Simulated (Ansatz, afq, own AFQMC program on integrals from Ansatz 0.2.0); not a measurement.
## Mo, septet in def2-TZVPP, levels against CCSDT(Q)

A free Mo atom.

Basis def2-TZVPP with its core potentials. Noble-gas cores (and the filled d shells of Ga–Kr and In–Xe) are frozen. Ansatz 0.2.0 and our own AFQMC program on the same integrals; the CISD trial comes from CCSD amplitudes, and released means the phaseless constraint is let go. Free AFQMC starts from the CCSD state and is never constrained. Its projection time is finite, and what remains of the start isn't in its error. Error bars are statistical, one sigma. No spin–orbit coupling. The metal's outer-core s and p shells are frozen, which shifts wave-function levels against functionals.

Determinant: UHF, the one that the program's search chose, which needn't be the lowest solution.

No full CI on the walks' own integrals is used here; CCSDT(Q) serves as the reference and is uncertain by about the last step of the cluster series.

Cautions: no spin-orbit coupling; outer-core shells of the metal frozen; the released energies are still falling, so no released level is given (meV from the phaseless value at times in 1/Eh: -3.0 ± 0.9 at 0.24, -4.3 ± 1.1 at 0.50, -7.2 ± 0.7 at 1.00, -10.8 ± 1.5 at 1.50), though the last usable value meets CCSDT(Q) within the noise.

```
T1 diagnostic                               : 0.0095
weight of the determinant in the CISD state : 0.961
⟨S²⟩ of the determinant                     : 12.003
size of the correlated space                : 6 electrons in 52 orbitals
```

Reference: CCSDT(Q), correlation energy -2.379 eV.

```json
{"level": "HF", "E − E(reference) (kJ/mol)": "229.6", "share of correlation (%)": "0.00"}
{"level": "MP2", "E − E(reference) (kJ/mol)": "27.0", "share of correlation (%)": "88.23"}
{"level": "CCSD", "E − E(reference) (kJ/mol)": "6.3", "share of correlation (%)": "97.25"}
{"level": "CCSD(T)", "E − E(reference) (kJ/mol)": "0.8", "share of correlation (%)": "99.65"}
{"level": "CCSDT", "E − E(reference) (kJ/mol)": "0.1", "share of correlation (%)": "99.96"}
{"level": "ph-AFQMC/HF", "E − E(reference) (kJ/mol)": "6.8 ± 1.0", "share of correlation (%)": "97.05"}
{"level": "ph-AFQMC/CISD", "E − E(reference) (kJ/mol)": "1.0 ± 0.08", "share of correlation (%)": "99.56"}
{"level": "free AFQMC", "E − E(reference) (kJ/mol)": "0.0 ± 0.06", "share of correlation (%)": "99.98"}
```

Free projections are given only where their last times agree within the noise and don't stop above the reference; a slow remainder of the start can still hide under it. A walk keeps the symmetry of its determinant, which the program's search chose and which needn't be the lowest solution, so a lower state of the same spin and another symmetry isn't excluded.
